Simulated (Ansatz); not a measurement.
# C₃H₇ radical: a ladder of functionals and wavefunction methods

Aim: compute C₃H₇ radical with functionals from several rungs and with coupled cluster, and see how far each lands from CCSD(T) at the basis-set limit for the atomisation energy.

Method: functionals in def2-TZVPP, the program's frozen cores in correlated methods; program: Ansatz 0.2.0, Gaussian basis.

The runs, in order: LDA (SPW92), PBE-D4, revPBE-D4, BLYP-D4, r2SCAN-D4, B97M-V, PBE0-D4, B3LYP-D4, r2SCANh-D4, r2SCAN0-D4, HSE06-D4, BHLYP-D4, CAM-B3LYP-D4, LC-ωPBE, ωB97X-V, ωB97M-V, B2PLYP, PBE-QIDH; CCSD(T)/def2-SVP; CCSD(T)/def2-TZVPP; MP2/def2-QZVPP; extrapolation to the limit; RPA on PBE.

### Step 1. Structure used throughout

All runs share one geometry, relaxed beforehand with PBE0-D4 in a triple-zeta def2 set.

10 atoms, charge 0, spin multiplicity 2.

Atoms are counted from 1 here; the program's logs count them from 0.

Bond lengths: C1–C2 1.481 Å, C1–H4 1.096 Å, C1–H5 1.092 Å, C1–H6 1.102 Å, C2–C3 1.481 Å, C2–H7 1.084 Å, C3–H8 1.096 Å, C3–H9 1.092 Å, C3–H10 1.102 Å. Angles: C2–C1–H4 111.4°, C2–C1–H5 112.2°, C2–C1–H6 111.9°, H4–C1–H5 108.1°, H4–C1–H6 105.9°, H5–C1–H6 107.0°, C1–C2–C3 120.7°, C1–C2–H7 119.0°, C3–C2–H7 119.0°, C2–C3–H8 111.4°, C2–C3–H9 112.2°, C2–C3–H10 111.9°, H8–C3–H9 108.1°, H8–C3–H10 105.9°, H9–C3–H10 107.0°.

### Step 2. LDA

This LDA is Slater exchange with PW92 correlation.

in.yaml

```yaml
crystal:
  periodic: [false, false, false]
  atoms:
    - {symbol: C, position_ang: [-0.670770, 0.774675, -0.789143]}
    - {symbol: C, position_ang: [0.422050, -0.149973, -0.409852]}
    - {symbol: C, position_ang: [0.462493, -0.759458, 0.939217]}
    - {symbol: H, position_ang: [-1.652412, 0.364715, -0.523662]}
    - {symbol: H, position_ang: [-0.672346, 0.993625, -1.858605]}
    - {symbol: H, position_ang: [-0.593417, 1.739640, -0.262534]}
    - {symbol: H, position_ang: [1.301357, -0.211445, -1.040967]}
    - {symbol: H, position_ang: [-0.510701, -1.180868, 1.217562]}
    - {symbol: H, position_ang: [1.208827, -1.552939, 1.010386]}
    - {symbol: H, position_ang: [0.704909, -0.017972, 1.717607]}
basis:
  gaussian: {orbitals: def2-TZVPP}
magnetization: {spin_polarized: true, initial_magnetization: 1}
hamiltonian: {xc: lda}
output: {orbitals: {seedname: orbitals}}
```

Further steps of the session: PBE-D4 (GGA); revPBE-D4 (GGA); BLYP-D4 (GGA); r2SCAN-D4 (meta-GGA); B97M-V (meta-GGA); PBE0-D4 (hybrid); B3LYP-D4 (hybrid); r2SCANh-D4 (hybrid); r2SCAN0-D4 (hybrid); HSE06-D4 (hybrid); BHLYP-D4 (hybrid); CAM-B3LYP-D4 (range-separated); LC-ωPBE-D4 (range-separated); ωB97X-V (range-separated); ωB97M-V (range-separated); B2PLYP (double hybrid); PBE-QIDH (double hybrid); CCSD(T) in def2-SVP; CCSD(T) in def2-TZVPP; MP2 in def2-QZVPP; RPA on PBE orbitals.

Before running them: what should the planned runs give, taken together? Wanted: atomisation energy, CCSD(T)/CBS; farthest beyond LDA; mean size of error, GGA; mean size of error, meta-GGA; mean size of error, hybrid; mean size of error, range-separated; mean size of error, double hybrid; gap, smallest and largest; T1 diagnostic.

The runs gave:

| quantity | value |
| --- | --- |
| atomisation energy, CCSD(T)/CBS | 900.1 kcal/mol |
| functionals within 4.5 kcal/mol (0.5 %) | revPBE-D4, BLYP-D4, r2SCAN0-D4, LC-ωPBE, ωB97X-V, ωB97M-V, PBE-QIDH |
| farthest beyond LDA | PBE-D4 (+17.8 kcal/mol) |
| mean size of error, GGA | 6.2 kcal/mol |
| mean size of error, meta-GGA | 6.4 kcal/mol |
| mean size of error, hybrid | 7.3 kcal/mol |
| mean size of error, range-separated | 4.3 kcal/mol |
| mean size of error, double hybrid | 3.0 kcal/mol |
| gap, smallest and largest | 1.41 eV (LDA (SPW92)), 9.91 eV (LC-ωPBE) |
| T1 diagnostic | 0.0110 |
| triples share of the correlation energy | 3.4 % |

In words: LDA overbinds by 116.0 kcal/mol (13 %). PBE-D4 misses by +17.8 kcal/mol. Double hybrids carry the basis error of their MP2 part in triple zeta, and no dispersion term here, so their miss is partly the set-up's. The rungs double hybrid, range-separated miss on average by less than the doubt on the reference (4.5 kcal/mol), so they tie. Misses under about 4.5 kcal/mol are within the doubt on the reference itself, which lacks core-valence correlation, relativity and higher excitations. Hartree-Fock recovers 77 % of the binding; the rest is correlation. CCSD(T) in def2-SVP is off by -31.6 kcal/mol, so the small basis spoils what the method gains. The gap grows from 1.4 to 9.9 eV across the functionals, mostly with the share of exact exchange.
